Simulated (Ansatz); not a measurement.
# BH7OSi: the cost of one run

Program: Ansatz 0.2.0. Level of theory: RKS LDA/6-31G*. These are calculated values, not measurements.

### Step 1. The starting structure

Bond lengths: B1–H3 1.190 Å, B1–H4 1.190 Å, B1–O5 1.710 Å, O5–Si6 1.680 Å, Si6–H7 1.460 Å, Si6–H8 1.460 Å, Si6–H9 1.460 Å. Angles: H3–B1–H4 120.0°, H3–B1–O5 97.0°, H4–B1–O5 101.2°, B1–O5–Si6 125.0°, O5–Si6–H7 109.5°, O5–Si6–H8 109.5°, O5–Si6–H9 109.5°, H7–Si6–H8 109.4°, H7–Si6–H9 109.4°, H8–Si6–H9 109.4°.

As a file:

```xyz
10

B     0.0000    0.0000    0.0000
H     0.0000    0.0000    1.5400
H     1.0305    0.0000   -0.5950
H    -1.0305    0.0000   -0.5950
O     0.0715   -1.6212    0.5392
Si   -0.6985   -2.9178   -0.2012
H     0.2063   -4.0629   -0.2427
H    -1.8953   -3.2713    0.5566
H    -1.0766   -2.5477   -1.5620
H     0.0379   -0.8605    1.5370
```

### Step 2. A restrained relaxation towards end A

Springs on the bonds that form and break draw the guess towards this end; the thresholds are loose.

input.yaml reads:

```yaml
crystal:
  periodic: [false, false, false]
  atoms:
    - { symbol: B, position_ang: [0.0, 0.0, 0.0] }
    - { symbol: H, position_ang: [0.0, 0.0, 1.54] }
    - { symbol: H, position_ang: [1.0305, 0.0, -0.595] }
    - { symbol: H, position_ang: [-1.0305, 0.0, -0.595] }
    - { symbol: O, position_ang: [0.0715, -1.6212, 0.5392] }
    - { symbol: Si, position_ang: [-0.6985, -2.9178, -0.2012] }
    - { symbol: H, position_ang: [0.2063, -4.0629, -0.2427] }
    - { symbol: H, position_ang: [-1.8953, -3.2713, 0.5566] }
    - { symbol: H, position_ang: [-1.0766, -2.5477, -1.562] }
    - { symbol: H, position_ang: [0.0379, -0.8605, 1.537] }
basis:
  gaussian: { orbitals: "6-31G*" }
hamiltonian:
  xc: lda
relax:
  f_tol: 0.15
  max_steps: 25
  restrain:
    - { distance: [0, 4], at: 2.61, k: 30.0 }
    - { distance: [9, 1], at: 1.86, k: 30.0 }
    - { distance: [0, 1], at: 1.19, k: 30.0 }
    - { distance: [9, 4], at: 1.01, k: 30.0 }
```

Command:

```
ansatz run input.yaml --threads 1 --pin off --max-ram 2048MiB --backend cpu --events-out ev --progress --plain --runs-dir out
```

Q: Estimate wall time and peak memory on 1 thread of Arm Neoverse V2, shared host.

About 11 s, with a peak of 0.12 GiB.
